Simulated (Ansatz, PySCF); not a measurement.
Molecule: singlet silylene, SiH$_{2}$ (charge 0, singlet). 
Structure (B3LYP-D3(BJ)/def2-TZVP (Ansatz, a quantum-chemistry and plane-wave program) minimum search):
```xyz
3

Si     0.0052     0.0009     0.1327
H     -0.0342     1.0849    -0.9366
H     -0.0389    -1.0973    -0.9218
```
Charge 0, spin multiplicity 1.

Quantity: vertical ionisation energy (to the doublet state of charge +1; each state is the SCF solution reached for its spin; for the singlet the Hartree-Fock reference is unstable and T1 is 0.015), in eV. Valence correlation only, unless marked. Open shells are spin-unrestricted. No spin-orbit coupling. No relativistic terms. CBS(X,Y): correlation extrapolated as X^-3; Hartree-Fock from the larger set. The bracket is a focal-point correction in the basis named.

```
level                                                                      program  vertical ionisation energy (eV)  minus last row
-------------------------------------------------------------------------  -------  -------------------------------  --------------
HF/aug-cc-pV(D+d)Z                                                          Ansatz                             8.41           -1.13
HF/aug-cc-pV(T+d)Z                                                          Ansatz                             8.40           -1.14
r2SCAN/def2-TZVPD                                                           Ansatz                             9.29           -0.25
PBE0/def2-TZVPD                                                             Ansatz                             9.35           -0.19
M06-2X/def2-TZVPD                                                            PySCF                             9.35           -0.19
wB97M-V/def2-TZVPD                                                          Ansatz                             9.45           -0.09
MP2/aug-cc-pV(D+d)Z                                                         Ansatz                             9.17           -0.37
MP2/def2-QZVPPD                                                             Ansatz                             9.34           -0.20
MP2/CBS(aug-cc-pV(T+d)Z,aug-cc-pV(Q+d)Z)                                    Ansatz                             9.38           -0.16
SCS-MP2/aug-cc-pV(D+d)Z                                                     Ansatz                             9.23           -0.31
SCS-MP2/def2-SVPD                                                           Ansatz                             9.20           -0.34
CCSD/def2-SVPD                                                              Ansatz                             9.33           -0.21
CCSD/aug-cc-pV(T+d)Z                                                        Ansatz                             9.46           -0.08
CCSD/aug-cc-pV(Q+d)Z                                                        Ansatz                             9.48           -0.06
CCSD/def2-QZVPPD                                                            Ansatz                             9.47           -0.07
CCSD(T)/aug-cc-pV(D+d)Z                                                     Ansatz                             9.39           -0.15
CCSD(T)/aug-cc-pV(Q+d)Z                                                     Ansatz                             9.53           -0.01
CCSD(T)/def2-QZVPPD                                                         Ansatz                             9.52           -0.02
RI-MP2/CBS(aug-cc-pV(T+d)Z,aug-cc-pV(Q+d)Z)+[CCSD(T)-MP2]/aug-cc-pV(D+d)Z   Ansatz                             9.59            0.05
RI-MP2/CBS(def2-TZVPPD,def2-QZVPPD)+[CCSD(T)-MP2]/def2-SVPD                 Ansatz                             9.58            0.04
CCSD(T)/CBS(aug-cc-pV(T+d)Z,aug-cc-pV(Q+d)Z)                                Ansatz                             9.54            0.00
```

For comparison, minus the highest occupied orbital energy (PySCF): 5.95 eV at BP86/def2-TZVPD, 6.94 eV at PW6B95/def2-TZVPD, 7.82 eV at M06-2X/def2-TZVPD.
